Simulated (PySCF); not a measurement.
# Towards the basis-set limit for NH−

The task here is to estimate one member of a computed series from the others.

The runs use PySCF 2.14.0; CCSD(T) on ROHF, no relativity in the base curves; scalar relativity is added as a correction.

4 further runs of the same task are left out: 4 set aside as unsound or not needed.

Set-up of the first run:

```
molecule             : NH−
state                : doublet, unpaired electrons π ↑
smaller basis        : H aug-cc-pVTZ, N aug-cc-pVTZ
larger basis         : H aug-cc-pVQZ, N aug-cc-pVQZ
frozen core orbitals : 1
extrapolation        : correlation as n⁻³ (n = 3, 4), Hartree–Fock as (n+1)·exp(−9√n)
corrections          : core–valence correlation, scalar relativity
distances (Å)        : 0.9257, 0.9677, 1.0098, 1.0519, 1.0940, 1.1466, 1.1992
masses (u)           : 1.0078, 14.0031
dissociation limit   : H− + N
```

On the command line:

```bash
OMP_NUM_THREADS=4 python comp.py task.json out
```

One of the session's tables, all rows but one given; the rest of the session is left out.

Parts of the energy along the bond, in eV from H− + N:

| R (Å) | HF/CBS | CCSD corr. | (T) | core–valence | relativity |
| --- | --- | --- | --- | --- | --- |
| 0.9257 | -0.818 | -1.875 | -0.1945 | -0.0162 | 0.0070 |
| 0.9677 | ? | ? | ? | ? | ? |
| 1.0098 | -1.043 | -1.925 | -0.2058 | -0.0117 | 0.0069 |
| 1.0519 | -1.027 | -1.950 | -0.2116 | -0.0098 | 0.0068 |
| 1.0940 | -0.952 | -1.976 | -0.2174 | -0.0081 | 0.0066 |
| 1.1466 | -0.801 | -2.007 | -0.2247 | -0.0063 | 0.0063 |
| 1.1992 | -0.606 | -2.037 | -0.2318 | -0.0048 | 0.0060 |

Q: Estimate the row for R (Å) = 0.9677 from the others.

Worked estimate for «HF/CBS». A straight line through the neighbours (0.9257, -0.818) and (1.0098, -1.043) gives -0.818 + (-1.043 + 0.818) × (0.9677 − 0.9257) / (1.0098 − 0.9257) = -0.930; a parabola fitted to 3 rows on both sides gives -0.973.

**Answer.** HF/CBS: -0.981; CCSD corr.: -1.899; (T): -0.2001; core–valence: -0.0138; relativity: 0.0070. In «HF/CBS» the line misses by +0.051 and the parabola by +0.008.

Caveats from the session: Spin–orbit coupling and excitations beyond (T) are left out.
